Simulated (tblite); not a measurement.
C₅H₁₃P.
Structure used (GFN2-xTB), in Å, numbered top down from 1:
```
atom  x, y, z in Å
C1     2.7713    0.0897    0.2626
C2     1.4864   -0.5115   -0.2900
P3    -0.0010   -0.0662    0.7469
C4    -0.2483    1.6687    0.1426
C5    -1.2689   -0.9169   -0.3276
C6    -2.6872   -0.7127    0.1869
H7     2.7359    1.1764    0.2347
H8     3.6286   -0.2381   -0.3229
H9     2.9205   -0.2186    1.2951
H10    1.3257   -0.1896   -1.3234
H11    1.5619   -1.6025   -0.2825
H12   -0.2391    1.7155   -0.9461
H13    0.5422    2.3010    0.5416
H14   -1.1987    2.0439    0.5168
H15   -1.1796   -0.5586   -1.3578
H16   -1.0274   -1.9835   -0.3171
H17   -2.9657    0.3383    0.1532
H18   -3.3975   -1.2726   -0.4193
H19   -2.7691   -1.0535    1.2168
```

Level: GFN2-xTB in tblite, geometry and Hessian alike; calculated harmonic values, unscaled, isolated species. The method is semi-empirical: single wavenumbers can be off by several per cent or more. One conformer, not necessarily the lowest.

Harmonic wavenumbers (cm⁻¹): 53.9, 69.8, 141.4, 169.5, 184.1, 205.7, 241.3, 301.4, 315.4, 322.2, 666.3, 680.8, 733.1, 739.5, 770.5, 867.7, 880.2, 991.3, 1008.3, 1016.4, 1024.1, 1064.4, 1087.2, 1222.5, 1236.1, 1254.9, 1266.7, 1317.2, 1410.1, 1410.6, 1437.2, 1450.8, 1452.9, 1465.8, 1499.3, 1499.7, 1503.2, 1503.8, 2921.7, 2928.0, 2946.7, 2953.7, 2980.9, 3012.8, 3015.3, 3016.4, 3021.2, 3029.1, 3030.0, 3035.5, 3037.2.

A = 5214, B = 1579, C = 1368 MHz; mass 104.075 u (most abundant isotopes); point group Cs, symmetry number 1.

Q: Zero-point energy?

A: ½Σν̃ = 36697 cm⁻¹ = 104.92 kcal/mol.

Q: Entropy at 273.15 K, 1 bar (ideal gas, RRHO, classical rotation)?

A: Translation 39.43, rotation 27.49, vibration 24.54: S = 91.5 cal/(mol K).

Q: And Cp and H(273.15 K) − H(0)?

A: Cp = 32.74 cal/(mol K), of which vibrations give 24.79 (their classical limit is 51 R = 101.3); H(273.15 K) − H(0) = 5.74 kcal/mol without the zero-point energy, 3.56 from vibrations.

Q: What must be added to the electronic energy to get the Gibbs energy at 273.15 K and 1 bar?

A: ZPE + [H(273.15 K) − H(0)] − T·S = 104.92 + 5.74 − 24.98 = 85.68 kcal/mol.

Q: How do the functions run with temperature in this model?

A: 
```
 T (K)  S (cal/(mol K))  Cp (cal/(mol K))  H − H(0) (kcal/mol)  G − H(0) (kcal/mol)  ln q(vib)
   150             75.1              23.0                 2.32                -8.95       2.74
   250             88.6              30.8                 5.00               -17.16       5.22
298.15             94.4              34.9                 6.58               -21.57       6.38
   400            106.0              44.0                10.60               -31.78       8.78
   600            126.8              59.0                20.97               -55.09      13.38
   900            153.8              74.5                41.16               -97.30      19.96
```

q(vib) and H(0) count from the zero-point level.

Q: Which modes carry the vibrational entropy at 273.15 K?

A: 53.9 cm⁻¹: 4.50; 69.8 cm⁻¹: 3.99; 141.4 cm⁻¹: 2.62; 169.5 cm⁻¹: 2.28; 184.1 cm⁻¹: 2.12; 205.7 cm⁻¹: 1.92 cal/(mol K); the other 45 give 7.12 together.

Hindered rotation and anharmonicity are outside this model. Other conformers, if any are populated, would add a mixing term that is left out.

Hardware: one thread, Arm Neoverse V2 (aarch64), no GPU, shared host with 192 logical CPUs at a one-minute load of 48. Cost: 0.49 s of wall time. The figure is for the frequency step alone.
